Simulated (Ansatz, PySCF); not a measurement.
Dissociation curve of LiH, singlet.

- UKS-PBE = unrestricted PBE/def2-TZVP in Ansatz (a program for electronic structure)
- UMP2 = MP2 on UHF/def2-TZVP, frozen core run with Ansatz
- RHF/6-31G* = PySCF 2.14.0 with restricted Hartree-Fock/6-31G*, spherical d
- FCI = full CI/def2-TZVP, frozen core (Ansatz)

Energies relative to the lowest point of each curve near equilibrium, in kJ/mol:

```tsv
R / Å	UKS-PBE	UMP2	RHF/6-31G*
1.22	72.6	73.5	88.5
1.47	6.5	5.9	9.9
1.51	3.1	2.6	5.3
1.60	0.0	0.0	0.0
1.69	1.9	2.6	0.5
1.74	4.6	5.8	2.7
1.84	12.5	14.8	10.3
2.39	81.2	107.0	88.8
2.61	110.2	141.3	125.4
4.36	214.2	191.0	360.3
4.72	218.7	191.6	393.2
6.37	220.0	192.2	489.0
```

Task: Predict the corresponding FCI column.

Result: 1.22: 73.2; 1.47: 6.1; 1.51: 2.8; 1.60: 0.0; 1.69: 2.3; 1.74: 5.1; 1.84: 13.4; 2.39: 81.8; 2.61: 109.1; 4.36: 206.0; 4.72: 208.5; 6.37: 210.7 (kJ/mol).

The unrestricted determinant behind UKS-PBE is spin-contaminated at 2.86 to 6.37 Å (<S²> up to 1.0, against 0.00 for a pure singlet). The unrestricted determinant behind UMP2 is spin-contaminated at 2.39 to 6.37 Å (<S²> up to 1.0, against 0.00 for a pure singlet). The restricted form behind RHF/6-31G* keeps the bonding electrons paired and can't separate into open-shell fragments.
